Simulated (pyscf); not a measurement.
# 1,1-elimination: H₃Si–SiH₂–Cl → silane (SiH₄) + :HSi–Cl [singlet]

Gas phase, singlet surface, charge 0. Bonds broken: Si1–Si2, Si2–H4. Bonds formed: Si1–H4. Optimised with ωB97X-D3(BJ)/def2-SVP in PySCF. Correlated levels are frozen-core, on RHF or UHF. ΔMP2 is the change of the MP2 total energy from the triple- to the quadruple-zeta basis.

Transition state (Å):

```xyz
8

Si     0.8068    -0.1193    -0.0270
Si     0.3454    -0.8684     2.2050
Cl     0.4750     0.6674     3.6214
H     -0.5014     0.0633     1.0692
H      0.4765    -1.3810    -0.7393
H      2.2662     0.1616     0.0623
H      0.2129     1.0408    -0.7618
H     -1.0225    -1.4587     2.3687
```

One imaginary mode, 468i cm⁻¹; descent along it reached the two sides named, in the forms told below.

```
bond     change  reactant side (Å)  saddle  product side
-------  ------  -----------------  ------  ------------
Si1–Si2  breaks              2.329   2.399           2.9
Si2–H4   breaks              1.489   1.696         1.969
Si1–H4    forms                3.2   1.716         1.523
```

Electronic energies relative to the reactant's lowest minimum found (kcal/mol):

| level | barrier | reaction energy | reverse barrier |
|---|---|---|---|
| ωB97X-D3(BJ)/def2-TZVP | 49.2 | +52.4 | -3.2 |
| PBE/def2-TZVP | 40.6 | +45.6 | -5.0 |
| r²SCAN/def2-TZVP | 43.9 | +50.0 | -6.2 |
| B3LYP-D3(BJ)/def2-TZVP | 45.7 | +44.7 | 1.0 |
| PBE0-D3(BJ)/def2-TZVP | 44.5 | +50.2 | -5.7 |
| M06-2X/def2-TZVP | 45.3 | +44.4 | 0.9 |
| ωB97M-D3(BJ)/def2-TZVP | 45.2 | +42.9 | 2.3 |
| HF/def2-TZVP | 58.1 | +41.6 | 16.5 |
| MP2/def2-QZVPP | 48.2 | +48.5 | -0.4 |
| CCSD/def2-TZVPP | 48.9 | +43.8 | 5.1 |
| CCSD(T)/def2-TZVPP | 47.2 | +44.4 | 2.8 |
| CCSD(T)/def2-TZVPP + ΔMP2(QZVPP) | 47.1 | +45.5 | 1.7 |

With CCSD(T)/def2-TZVPP + ΔMP2(QZVPP) energies and thermal terms (ideal gas, 1 atm, RRHO with modes under 100 cm⁻¹ raised to 100, one conformer, R ln 2 for rigid chiral ones), in kcal/mol:

```json
[
 {"T (K)": "298", "ΔH‡": "45.4", "ΔG‡": "45.9", "ΔH": "+43.3", "ΔG": "+33.8"},
 {"T (K)": "600", "ΔH‡": "44.9", "ΔG‡": "46.5", "ΔH": "+42.5", "ΔG": "+24.3"},
 {"T (K)": "900", "ΔH‡": "44.5", "ΔG‡": "47.4", "ΔH": "+41.5", "ΔG": "+15.4"},
 {"T (K)": "1200", "ΔH‡": "44.0", "ΔG‡": "48.4", "ΔH": "+40.4", "ΔG": "+6.9"}
]
```

On the product side the descent ends in a complex, 7.4 kcal/mol under the separated species and 4.2 kcal/mol under the saddle at ωB97X-D3(BJ)/def2-TZVP. At ωB97X-D3(BJ), PBE, r²SCAN, PBE0-D3(BJ), MP2 the saddle lies under the separated products, which points to a path from their complex (located at ωB97X-D3(BJ) alone), and parting the products costs more than the saddle. This is the saddle that the search found; another between the same sides may lie lower. The CCSD(T) − MP2 part came from Ansatz, without density fitting, on the same reference.
